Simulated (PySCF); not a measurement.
Compound: C4H6N2.
Geometry (PBE0-D3(BJ)/def2-SVP, Å), atoms numbered from 1 in this order:
```xyz
12
C4H6N2 angstrom
C     -1.603   -0.211    0.423
N     -0.233    0.037    0.059
C      0.766   -0.896   -0.059
C      1.883   -0.192   -0.444
N      1.591    1.137   -0.565
C      0.323    1.240   -0.257
H     -1.668   -0.689    1.412
H     -2.100   -0.857   -0.316
H     -2.142    0.745    0.466
H      0.597   -1.952    0.140
H      2.882   -0.581   -0.640
H     -0.262    2.161   -0.242
```

Level: CAM-B3LYP/def2-SVPD in PySCF, non-relativistic, on one gas-phase PBE0-D3(BJ)/def2-SVP geometry that isn't relaxed in the solvent. The solvent is an IEF-PCM continuum (Bondi radii, 1.10 Å for H, scaled by 1.2), and excitations are vertical TDDFT with non-equilibrium linear response and a frozen core. Specific hydrogen bonds and non-electrostatic terms are outside this model.

Gas-phase singlets (H = HOMO, L = LUMO):

```tsv
state	E (eV)	λ (nm)	f	leading configuration
S1	6.324	196	0.008	H→L 87%
S2	6.479	191	0.156	H→L+1 92%
S3	6.684	185	0.002	H-1→L+1 87%
S4	6.990	177	0.002	H→L+4 50%
S5	7.165	173	0.019	H→L+2 85%
```

Q: Give the list for chloroform (ε = 4.711), n² = 2.09.

A: 
```tsv
state	E (eV)	λ (nm)	f	leading configuration	change by rank (eV)
S1	6.433	193	0.201	H→L+1 92%	+0.109
S2	6.530	190	0.014	H→L 83%	+0.051
S3	6.990	177	0.004	H-2→L+1 82%	+0.306
S4	7.010	177	0.010	H→L+4 56%	+0.020
S5	7.392	168	0.019	H→L+2 77%	+0.227
```

Q: Give the list for acetonitrile (ε = 35.69), n² = 1.81.

A: 
```tsv
state	E (eV)	λ (nm)	f	leading configuration	change by rank (eV)
S1	6.470	192	0.185	H→L+1 91%	+0.146
S2	6.586	188	0.014	H→L 84%	+0.107
S3	7.033	176	0.013	H→L+4 60%	+0.349
S4	7.119	174	0.004	H-2→L+1 86%	+0.129
S5	7.482	166	0.015	H→L+2 77%	+0.317
```

Q: How do the frontier levels move from gas to acetonitrile?

A: 
| orbital | gas (eV) | solvent (eV) | change (eV) | Löwdin shares, gas | Löwdin shares, solvent |
| --- | --- | --- | --- | --- | --- |
| LUMO+2 | 2.12 | 2.24 | +0.12 | C3 23 %, H10 19 %, C4 19 %, H11 11 % | C4 31 %, H11 17 %, C1 14 %, H9 7 % |
| LUMO+1 | 1.58 | 1.63 | +0.05 | C6 19 %, N2 18 %, C3 17 %, C4 10 % | C6 21 %, N2 20 %, C3 17 %, N5 11 % |
| LUMO | 1.12 | 1.53 | +0.41 | C1 36 %, H9 11 %, H8 11 %, H7 11 % | C1 26 %, C6 16 %, C3 13 %, C4 9 % |
| HOMO | -7.89 | -7.99 | -0.10 | C3 28 %, C4 25 %, C6 21 %, N2 10 % | C3 27 %, C4 26 %, C6 20 %, N2 10 % |
| HOMO-1 | -9.10 | -9.25 | -0.15 | N5 66 %, C4 11 %, C6 10 %, C3 4 % | N5 31 %, N2 30 %, C4 10 %, C3 8 % |
| HOMO-2 | -9.15 | -9.57 | -0.42 | N5 33 %, N2 29 %, C4 11 %, C6 8 % | N5 65 %, C4 11 %, C6 10 %, C3 5 % |
| HOMO-3 | -12.72 | -12.55 | +0.17 | C4 28 %, H11 17 %, N5 13 %, C1 10 % | C1 30 %, H9 17 %, C4 10 %, N2 9 % |

The HOMO–LUMO gap goes from 9.01 to 9.52 eV. Rows go by rank; for HOMO-3, HOMO-2, HOMO-1, LUMO and LUMO+2 the atom shares or the degeneracy differ between the runs, so the row needn't follow one orbital.

Time: 14 s; peak memory 0.86 GiB. Hardware: one thread, Arm Neoverse V2 (aarch64), shared host with 96 logical CPUs at a one-minute load of 34. This is the whole response run at CAM-B3LYP/def2-SVPD in acetonitrile, SCF included.
